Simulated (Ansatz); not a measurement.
Ladder of methods for the band gap of B20 (FeSi-type) FeSi

Reference value: 0.05 eV (measured, temperature not stated, not corrected to a static lattice, indirect, transport; lower end of the printed range; as tabulated in Tomczak (2018), arXiv:1802.07220).

Q: What do LDA, PBE, revPBE, PBEsol-D3(BJ), rVV10, r²SCAN-D4, r²SCAN0 give, and how far is each from the reference?

A: 
```json
[
 {"level (code)": "LDA (Ansatz)", "value (eV)": "0.09 (indirect)", "cell (Å³/atom)": "11.29", "difference (eV)": "+0.04"},
 {"level (code)": "PBE (Ansatz)", "value (eV)": "0.13 (indirect)", "cell (Å³/atom)": "11.29", "difference (eV)": "+0.08"},
 {"level (code)": "revPBE (Ansatz)", "value (eV)": "0.17", "cell (Å³/atom)": "11.15", "difference (eV)": "+0.12"},
 {"level (code)": "PBEsol-D3(BJ) (Ansatz)", "value (eV)": "0.15 (indirect)", "cell (Å³/atom)": "10.39", "difference (eV)": "+0.10"},
 {"level (code)": "rVV10 (Ansatz)", "value (eV)": "0.17", "cell (Å³/atom)": "11.09", "difference (eV)": "+0.12"},
 {"level (code)": "r²SCAN-D4 (Ansatz)", "value (eV)": "0.33", "cell (Å³/atom)": "10.58", "difference (eV)": "+0.28"},
 {"level (code)": "r²SCAN0 (Ansatz)", "value (eV)": "2.44 (indirect)", "cell (Å³/atom)": "11.29", "difference (eV)": "+2.39"}
]
```

The reference is too small against the doubts on it for a ranking.

Computed values are for a static lattice; measured ones hold zero-point and thermal shifts unless a correction is named. The crystal itself was run without spin with LDA, PBE, revPBE, PBEsol-D3(BJ), rVV10, r²SCAN-D4, r²SCAN0; a magnetic state was not tried in these runs. Values are at the level's own relaxed cell; LDA at the measured cell; PBE at the measured cell; r²SCAN0 at the measured cell. Cutoffs and k meshes differ between the levels. Ansatz's density-functional and Hartree–Fock values are scalar-relativistic unless marked +SOC, with PAW data made under PBE.

Differences are worked out from the printed values.

Ansatz is a first-principles code.
